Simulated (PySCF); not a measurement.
Fill in the blanks.

Species: C4H6O.
Atom-mapped SMILES: `[CH2:1]=[C:2]=[CH:3][O:4][CH3:5]` (hydrogens: H6, H7 on C1; H8 on C3; H9, H10, H11 on C5)

Structure used (PBE0-D3(BJ)/def2-TZVP), in Å, numbered top down from 1:
```xyz
11
C4H6O angstrom
C      2.3917    1.1815    0.3823
C      1.1859    0.7281    0.2110
C     -0.0422    0.3196    0.0419
O     -0.3833   -0.9894   -0.0920
C     -1.7559   -1.2080   -0.3241
H      2.8180    1.3029    1.3751
H      3.0249    1.4497   -0.4598
H     -0.8587    1.0389    0.0070
H     -1.8939   -2.2852   -0.4024
H     -2.3661   -0.8290    0.5038
H     -2.0838   -0.7368   -1.2576
```

| property | level | value |
| --- | --- | --- |
| rotational constants A, B, C | PBE0-D3(BJ)/def2-TZVP | 36.742, 2.299, 2.227 GHz |
| dipole moment | PBE0/pcSseg-2 | ? |
| HOMO energy | PBE0/pcSseg-2 | ? |
| LUMO energy | PBE0/pcSseg-2 | ? |
| 13C chemical shifts (computed TMS as zero) by class | GIAO PBE0/pcSseg-2 | ? |
| 1H chemical shifts (computed TMS as zero) by class | GIAO PBE0/pcSseg-2 | ? |
| isotropic shieldings of nuclei other than C and H, by class | GIAO PBE0/pcSseg-2 | ? |
| largest of the computed one-bond spin–spin couplings (means over like bonds) | B3LYP/pcJ-2, spin–dipole term left out | ? |

Gas-phase values; electronic properties from PySCF, density fitting. Isolated species at its PBE0-D3(BJ)/def2-TZVP geometry (one conformer only). NMR classes are plain means over equivalent atoms (diastereotopic ones count apart unless rotation or inversion swaps them), as if these changed places fast; in this geometry the members of some classes differ.

Q: What is the LUMO energy?

A: -0.15 eV.

Q: What is the HOMO energy?

A: -6.41 eV.

Q: The largest of the computed one-bond spin–spin couplings (means over like bonds)?

A: 13C–1H +187.7 (C3–H8), 13C–1H +176.5 (C1–H6 and 1 like it), 13C–1H +146.9 (C5–H9 and 2 like it), 13C–13C +129.8 (C2–C3), 13C–13C +111.1 (C1–C2), 17O–13C +23.6 (O4–C3), 17O–13C +22.7 (O4–C5) Hz.

Q: The dipole moment?

A: 1.49 D.

Q: Give the 13C chemical shifts (computed TMS as zero) by class.

A: 222.4 (C2), 131.8 (C3), 94.6 (C1), 61.9 (C5) ppm.

Q: What are the isotropic shieldings of nuclei other than C and H, by class?

A: 288 (O4) ppm.

Q: What are the 1H chemical shifts (computed TMS as zero) by class?

A: 6.65 (H8), 5.64 (H6/H7), 3.50 (H9/H10/H11) ppm.

The rotational constants make it an asymmetric top with κ = (2B − A − C)/(A − C) = -1.00, nearer the prolate limit (−1). In atomic units the dipole is 0.58 e·bohr (1 au = 2.5417 D). With B = h/(8π²I), that is 505.379 GHz u Å² over I, the principal moments of inertia are 13.8, 219.9 and 226.9 u Å² (most abundant isotopes); the inertial defect Ic − Ia − Ib is -6.8 u Å² (zero for a rigid planar frame, negative otherwise).

For the spin–spin coupling job (B3LYP/pcJ-2), hardware: AMD EPYC, 2 threads, shared host with 64 logical CPUs at a one-minute load of 58. Cost: 88 s wall, 2.4 min CPU, 1.6 GiB resident at most.
